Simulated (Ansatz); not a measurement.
**NOF: how energies converge with the basis set**

How large a basis does NOF need? Two functionals and correlated methods are run in growing sets.

Computed with Ansatz 0.2.0, Gaussian basis. Level: one geometry, several basis sets.

The runs, in order: PBE0-D4/def2-SVP; ωB97M-V/def2-SVP; PBE0-D4/def2-QZVPP; ωB97M-V/def2-QZVPP; CCSD(T)/cc-pV(D+d)Z; CCSD(T)/cc-pV(T+d)Z; CCSD(T)/cc-pV(Q+d)Z; the functionals' def2-TZVPP values are taken from earlier runs.

## 1. Structure used throughout

An earlier PBE0-D4 in a triple-zeta def2 set relaxation fixed the geometry.

SMILES `O=NF`, 3 atoms, charge 0, spin multiplicity 1.

Atoms are counted from 1 here; the program's logs count them from 0.

Bond lengths: O1–N2 1.127 Å, N2–F3 1.483 Å. Angles: O1–N2–F3 110.4°.

## 2. PBE0-D4 in def2-SVP

in.yaml

```yaml
crystal:
  periodic: [false, false, false]
  atoms:
    - {symbol: O, position_ang: [0.868348, 0.242983, 0.504737]}
    - {symbol: N, position_ang: [0.148935, -0.482541, 0.029911]}
    - {symbol: F, position_ang: [-1.017293, 0.239567, -0.534657]}
basis:
  gaussian: {orbitals: def2-SVP}
hamiltonian: {xc: pbe0, dispersion: d4}
output: {orbitals: {seedname: orbitals}}
```

The run is started by

```
> ansatz run in.yaml --threads 2 --pin off --events-out ev --progress --plain --max-ram 32768MiB --backend cpu
```

Further steps of the session: ωB97M-V in def2-SVP; PBE0-D4 in def2-QZVPP; ωB97M-V in def2-QZVPP; CCSD(T) in cc-pV(D+d)Z; CCSD(T) in cc-pV(T+d)Z; CCSD(T) in cc-pV(Q+d)Z.

Q: Predict the results of all the runs planned. Wanted: MP2 correlation recovered, cc-pV(D+d)Z; MP2 correlation recovered, cc-pV(T+d)Z; MP2 correlation recovered, cc-pV(Q+d)Z; CCSD(T) limit from def2 sets; PBE0-D4: double and triple zeta above quadruple; ωB97M-V: double and triple zeta above quadruple.

The runs gave:

| quantity | value |
| --- | --- |
| MP2 correlation recovered, cc-pV(D+d)Z | 69.2 % |
| MP2 correlation recovered, cc-pV(T+d)Z | 88.0 % |
| MP2 correlation recovered, cc-pV(Q+d)Z | 95.0 % |
| CCSD(T) limit from def2 sets (earlier runs) less the limit of this series | 23 meV |
| PBE0-D4: double and triple zeta above quadruple | 8.10, 0.32 eV |
| ωB97M-V: double and triple zeta above quadruple | 8.29, 0.31 eV |

**Reading.** PBE0-D4 gains 7.78 eV from double to triple zeta, then 0.32 eV more. Correlation climbs from 69 % (cc-pV(D+d)Z) to 95 % (cc-pV(Q+d)Z) of the limit; Hartree-Fock is 0.154 eV from its own by then. A limit from the def2 sets, made apart, differs by 23 meV, a least measure of the doubt on such a limit. These are total energies; as a rule much of such shifts cancels in differences, which this series doesn't test.
